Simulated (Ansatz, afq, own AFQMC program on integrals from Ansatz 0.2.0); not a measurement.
## Where AFQMC and coupled cluster stand for Te, quintet

A free Te atom.

Basis def2-SVP with its core potentials. Only valence electrons are correlated. Integrals, coupled cluster, full CI and functionals: Ansatz 0.2.0; the random walks run on the same integrals in our own AFQMC program. ph-AFQMC/CISD is guided by a CISD state made of CCSD amplitudes; releasing the constraint for a short imaginary time cuts its bias at the price of noise, slowly where states lie close. Free projection: walkers drawn from exp(T), propagated without any constraint. Its projection time is finite, and what remains of the start isn't in its error. Error bars are statistical, one sigma. No spin–orbit coupling.

Determinant: ROHF, the one that the program's search chose, which needn't be the lowest solution.

Full CI on the same integrals is exact in this basis and with this determinant's frozen core.

Cautions: no spin-orbit coupling; inner d shell frozen; another spin lies lower (by 9.42 eV); in this basis the state lies above a state of the ion, a sign that the basis lacks the diffuse functions it needs, so its energy is an artefact of the basis; CCSDTQ on the UHF determinant differs (29 meV lower), by its state or its frozen core.

```
T1 diagnostic                               : 0.0016
weight of the determinant in the CISD state : 0.938
size of the correlated space                : 6 electrons in 17 orbitals
```

Reference: full CI, correlation energy -2.185 eV. The released energy is read at 2.40 1/Eh (meV from the phaseless value at times in 1/Eh: -1.1 ± 0.7 at 0.24, -0.9 ± 0.6 at 0.51, -2.1 ± 0.5 at 0.99, -2.7 ± 0.6 at 1.62, -3.1 ± 0.4 at 2.40).

```json
{"level": "HF", "E − E(reference) (mEh)": "80.30", "share of correlation (%)": "0.00"}
{"level": "MP2", "E − E(reference) (mEh)": "15.04", "share of correlation (%)": "81.27"}
{"level": "CCSD", "E − E(reference) (mEh)": "1.56", "share of correlation (%)": "98.05"}
{"level": "CCSD(T)", "E − E(reference) (mEh)": "0.47", "share of correlation (%)": "99.42"}
{"level": "CCSDT", "E − E(reference) (mEh)": "0.23", "share of correlation (%)": "99.71"}
{"level": "CCSDT(Q)", "E − E(reference) (mEh)": "0.05", "share of correlation (%)": "99.94"}
{"level": "CCSDTQ", "E − E(reference) (mEh)": "0.00", "share of correlation (%)": "99.99"}
{"level": "ph-AFQMC/HF", "E − E(reference) (mEh)": "1.33 ± 0.71", "share of correlation (%)": "98.35"}
{"level": "ph-AFQMC/CISD", "E − E(reference) (mEh)": "0.10 ± 0.03", "share of correlation (%)": "99.87"}
{"level": "released AFQMC", "E − E(reference) (mEh)": "-0.01 ± 0.01", "share of correlation (%)": "100.01"}
{"level": "free AFQMC", "E − E(reference) (mEh)": "-0.03 ± 0.02", "share of correlation (%)": "100.04"}
```

CCSDT and higher add their correlation energy to the determinant of the CCSD(T) run, since their own runs factorise the integrals more tightly (a shift of under 2 meV). Free projections are given only where their last times agree within the noise and don't stop above the reference; a slow remainder of the start can still hide under it. A walk keeps the symmetry of its determinant, which the program's search chose and which needn't be the lowest solution, so a lower state of the same spin and another symmetry isn't excluded. Released energies are given only where the last usable release times agree within the noise; a slower fall can still hide under it.
